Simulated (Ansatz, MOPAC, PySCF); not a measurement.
Barrier height from HO + H2 to the transition structure H3O, without zero-point energy, on the benchmark's geometries as Psi4's copy of the set gives them.
Transition structure (charge 0, multiplicity 2):
```xyz
4

O     -0.30106    -0.10805    -0.00001
H     -0.42795     0.85157     0.00002
H      1.01549    -0.10037     0.00012
H      1.82097     0.11319    -0.00007
```

Open shells are unrestricted; no spin–orbit coupling.

The state that PM6 reach isn't checked.

Run with Ansatz (a quantum-chemistry and plane-wave program); MOPAC for PM6 (differences of heats of formation); PySCF for the dispersion terms. 

Q: One of these levels gives 0.002 eV for the barrier height. Which?
(A) PBE0-D4/def2-TZVPPD
(B) BHLYP-D4/def2-TZVPPD
(C) revPBE/def2-TZVPPD
(D) PM6

A: A, PBE0-D4/def2-TZVPPD. The others give -0.101 (PM6), -0.086 (revPBE/def2-TZVPPD), 0.297 (BHLYP-D4/def2-TZVPPD)
